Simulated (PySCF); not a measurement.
PySCF input (M06-2X/aug-cc-pV(T+d)Z):

```python
import numpy as np, basis_set_exchange as bse
from pyscf import gto, scf, dft, df

basis = {'H': gto.basis.parse(bse.get_basis('aug-cc-pV(T+d)Z', elements=['H'], fmt='nwchem'))}
mol = gto.M(
    atom='''
    H    -0.00000000   -0.00000000   -0.37201156
    H     0.00000000    0.00000000    0.37201156
    ''',
    basis=basis,
    charge=0,
    verbose=4,
    max_memory=8640,
)
mf = dft.RKS(mol, xc='m062x')
mf.grids.level = 4
mf = mf.density_fit(auxbasis=df.autoaux(mol))
mf.max_cycle = 100
mf.conv_tol = 1e-5
print('smallest overlap eigenvalue', np.linalg.eigvalsh(mol.intor('int1e_ovlp'))[0])
mf.kernel()
dip = mf.dip_moment()
```

Output:

```
PySCF version 2.14.0

[INPUT] verbose = 4
[INPUT] num. atoms = 2
[INPUT] num. electrons = 2
[INPUT] charge = 0
[INPUT] spin (= nelec alpha-beta = 2S) = 0
[INPUT] symmetry False subgroup None
[INPUT] Mole.unit = angstrom
[INPUT] Symbol           X                Y                Z      unit          X                Y                Z       unit  Magmom
[INPUT]  1 H      0.000000000000   0.000000000000  -0.372011560000 AA    0.000000000000   0.000000000000  -0.702999963572 Bohr   0.0
[INPUT]  2 H      0.000000000000   0.000000000000   0.372011560000 AA    0.000000000000   0.000000000000   0.702999963572 Bohr   0.0

nuclear repulsion = 0.711237590197466
number of shells = 12
number of NR pGTOs = 50
number of NR cGTOs = 46
basis = {'H': [[0, [33.87, 0.0, 0.006068, 0.0], [5.095, 0.0, 0.045308, 0.0], [1.159, 0.0, 0.202822, 0.0], [0.3258, 1.0, 0.503903, 0.0], [0.1027, 0.0, 0.383421, 1.0]], [0, [0.02526, 1.0]], [1, [1.407, 1.0, 0.0], [0.388, 0.0, 1.0]], [1, [0.102, 1.0]], [2, [1.057, 1.0]], [2, [0.247, 1.0]]]}
ecp = {}
ETB for H: l = 0, exps = 0.05052 * 1.8^n , n = 0..12
ETB for H: l = 1, exps = 0.12725999999999998 * 2^n , n = 0..5
ETB for H: l = 2, exps = 0.204 * 2.2^n , n = 0..4
ETB for H: l = 3, exps = 0.349 * 2.2^n , n = 0..3
smallest overlap eigenvalue 5.524673373975817e-05

******** <class 'pyscf.df.df_jk.DFRKS'> ********
method = DFRKS
initial guess = minao
damping factor = 0
level_shift factor = 0
DIIS = <class 'pyscf.scf.diis.CDIIS'>
diis_start_cycle = 1
diis_space = 8
diis_damp = 0
SCF conv_tol = 1e-05
SCF conv_tol_grad = None
SCF max_cycles = 100
direct_scf = False
XC library pyscf.dft.libxc version 7.1.2
    S. Lehtola, C. Steigemann, M. J. T. Oliveira, and M. A. L. Marques,  SoftwareX 7, 1–5 (2018)
XC functionals = m062x
    Y. Zhao and D. G. Truhlar,  Theor. Chem. Acc. 120, 215 (2008)
    Y. Zhao and D. G. Truhlar,  Theor. Chem. Acc. 120, 215 (2008)
radial grids:
    Treutler-Ahlrichs [JCP 102, 346 (1995); DOI:10.1063/1.469408] (M4) radial grids

becke partition: Becke, JCP 88, 2547 (1988); DOI:10.1063/1.454033
pruning grids: <function nwchem_prune>
grids dens level: 4
symmetrized grids: False
atomic radii adjust function: <function treutler_atomic_radii_adjust>
small_rho_cutoff = 0
Set gradient conv threshold to 0.00316228
Initial guess from minao.
tot grids = 31416
******** <class 'pyscf.df.df.DF'> ********
auxbasis = {'H': [[0, [np.float64(58.443121389650436), 1]], [0, [np.float64(32.46840077202801), 1]], [0, [np.float64(18.038000428904454), 1]], [0, [np.float64(10.021111349391363), 1]], [0, [np.float64(5.567284082995202), 1]], [0, [np.float64(3.0929356016640006), 1]], [0, [np.float64(1.7182975564800003), 1]], [0, [np.float64(0.9546097536000001), 1]], [0, [np.float64(0.530338752), 1]], [0, [np.float64(0.29463264000000006), 1]], [0, [np.float64(0.16368480000000002), 1]], [0, [np.float64(0.090936), 1]], [0, [np.float64(0.05052), 1]], [1, [np.float64(4.0723199999999995), 1]], [1, [np.float64(2.0361599999999997), 1]], [1, [np.float64(1.0180799999999999), 1]], [1, [np.float64(0.5090399999999999), 1]], [1, [np.float64(0.25451999999999997), 1]], [1, [np.float64(0.12725999999999998), 1]], [2, [np.float64(4.778822400000001), 1]], [2, [np.float64(2.1721920000000003), 1]], [2, [np.float64(0.9873600000000001), 1]], [2, [np.float64(0.44880000000000003), 1]], [2, [np.float64(0.204), 1]], [3, [np.float64(3.716152000000001), 1]], [3, [np.float64(1.6891600000000002), 1]], [3, [np.float64(0.7678), 1]], [3, [np.float64(0.349), 1]]]}
init E= -0.911540041728163
  HOMO = -0.493729279493324  LUMO = 0.0157193559023805  gap/eV = 13.86280
cycle= 1 E= -1.16874479964018  delta_E= -0.257  |g|= 0.0298  |ddm|= 2.11
  HOMO = -0.497777313870632  LUMO = 0.01967953760961  gap/eV = 14.08072
cycle= 2 E= -1.16886477383509  delta_E= -0.00012  |g|= 0.00471  |ddm|= 0.0913
  HOMO = -0.495314059697361  LUMO = 0.0201977971045207  gap/eV = 14.02779
cycle= 3 E= -1.16886742031577  delta_E= -2.65e-06  |g|= 0.000402  |ddm|= 0.0281
  HOMO = -0.495720411013879  LUMO = 0.0201676417209927  gap/eV = 14.03803
Extra cycle  E= -1.16886744350914  delta_E= -2.32e-08  |g|= 7.3e-05  |ddm|= 0.000769
converged SCF energy = -1.16886744350914
Dipole moment(X, Y, Z, Debye):  0.00000,  0.00000, -0.00000
```
